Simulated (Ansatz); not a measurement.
# Naphthalene C10H8

These are PBE0-D3(BJ) (plane waves, PAW; Ansatz, a program for electronic structure) values and carry that method's errors.

Cell: relaxed with PBE-D3(BJ): a = 7.8151 Å, b = 5.9034 Å, c = 8.0741 Å, α = 90.00°, β = 114.32°, γ = 90.00°.

* **lattice energy**: 86 kJ/mol

Static lattice: no zero-point or thermal effects.
